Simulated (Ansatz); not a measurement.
## Structure relaxation of BaAg₂As₂

Computed with DFT PBE, scalar-relativistic, plane waves, PAW in Ansatz 0.2.0.

The start is a database structure of BaAg₂As₂, space group I4/mmm (No. 139).

The final relaxation ran on this input, with the default PAW datasets:

```yaml
crystal:
  lattice:
    - [-2.30125, 2.30125, 5.4336]
    - [2.30125, -2.30125, 5.4336]
    - [2.30125, 2.30125, -5.4336]
  atoms:
    - { symbol: Ba, position: [0.0, 0.0, 0.0] }
    - { symbol: Ag, position: [0.75, 0.25, 0.5] }
    - { symbol: Ag, position: [0.25, 0.75, 0.5] }
    - { symbol: As, position: [0.3842, 0.3842, 0.0] }
    - { symbol: As, position: [0.6158, 0.6158, 0.0] }
basis:
  ecutwfc: 420
kpoints:
  mp_grid: { grid: [12, 12, 12] }
hamiltonian:
  xc: pbe
scf:
  occupations: { method: gaussian, width: 0.1 }
output:
  forces: true
  stress: true
  eigenvalues: true
relax:
  adjacent_minimum: "off"
  f_tol: 0.01
  max_steps: 80
  cell: { stress_tol: 0.05 }
```

Launched as:

```bash
ansatz run input.yaml --threads 1 --pin off --max-ram 2560MiB --backend cpu --events-out ev --progress --plain --runs-dir out
```

It took 5 min on 1 thread of Arm Neoverse V2 (shared host), peak memory 0.88 GiB.

End of the output:

```
SCF converged after 6 iterations
Free energy (F): -30845.436666 eV
Harris-Foulkes:  -30845.436666 eV  (|F-HF|=1.46e-11)
Internal energy: -30845.426334 eV  (E = F + TS)
E sigma→0 (E₀):  -30845.431500 eV
Entropy (-TS):   -0.010332 eV (-2.066 meV/atom)
Fermi energy:    11.997586 eV
--- Per-component energies (eV) ---
  E_band       = -1112.925012
  E_kinetic    = 1428.729769
  E_local      = -10291.893506  (includes V_loc(G=0)·N_el)
  E_nonlocal   = -1123.444474
  E_hartree    = 5016.876437
  E_xc         = -696.486378
  E_vxc        = -764.280771  (∫ρ·V_xc dr)
  E_paw        = -16700.865466  (= ΣΔE_a)
  E_vpaw       = -395.789331  (= ΣTr[D̂ρ^β])
  E_aug_tail   = 0.000633  (compensation charges beyond the density's cutoff)
  E_ewald      = -8478.343349
  E_smearing   = -0.010332  (= −TS)
  E_closure    =  0.000000  (closes the sum)
  Σ components = -30845.436666   (vs F -30845.436666, Δ=0.00e0)
--- Forces (eV/Å), atoms counted from 1 ---
  atom   1  Ba     0.00000000     0.00000000     0.00000000
  atom   2  Ag     0.00000000     0.00000000     0.00000000
  atom   3  Ag     0.00000000     0.00000000     0.00000000
  atom   4  As     0.00000000     0.00000000    -0.00147901
  atom   5  As     0.00000000     0.00000000     0.00147901
  max |Σ_I F_I| component: 4.55e-18 eV/Å
--- Stress (GPa, compression-positive) ---
        0.000227       0.000000       0.000000
        0.000000       0.000227       0.000000
        0.000000       0.000000       0.005211
  P = ⅓ Tr σ = 0.0019 GPa (0.019 kbar)
--- Relaxed structure (5 steps of the walk, 5 accepted, 1 SCFs on fresh bases) ---
  F+E_penalty+E_count = -30845.43666589 eV   max|allowed force component| = 1.479e-3 eV/Å   (the final SCF, on the basis selected at the relaxed cell)
  cell:  # Å, volume = 119.8811 Å³
    - [-2.291990, 2.291990, 5.705129]
    - [2.291990, -2.291990, 5.705129]
    - [2.291990, 2.291990, -5.705129]
  atoms:
    - { symbol: Ba, position: [0.000000, 0.000000, 0.000000] }
    - { symbol: Ag, position: [0.750000, 0.250000, 0.500000] }
    - { symbol: Ag, position: [0.250000, 0.750000, 0.500000] }
    - { symbol: As, position: [0.384216, 0.384216, 0.000000] }
    - { symbol: As, position: [0.615784, 0.615784, 0.000000] }
```

Absolute energies hang on the potentials; compare differences alone.

The result has space group I4/mmm (No. 139). Ba is coordinated by 8 As at 3.50 Å and 8 Ag at 3.66 Å (next As at 4.38 Å); Ag has 4 As at 2.76 Å (next Ag at 3.24 Å); around As lie 1 As at 2.64 Å and 4 Ag at 2.76 Å.

Against the elements it lies at -0.50 eV/atom. The zero of energy is the elements' standard structures at the same level; no fitted shifts are applied.

For metals, differences of a few meV/atom aren't resolved.

Symmetry constrained the relaxation, so the result can be a saddle point.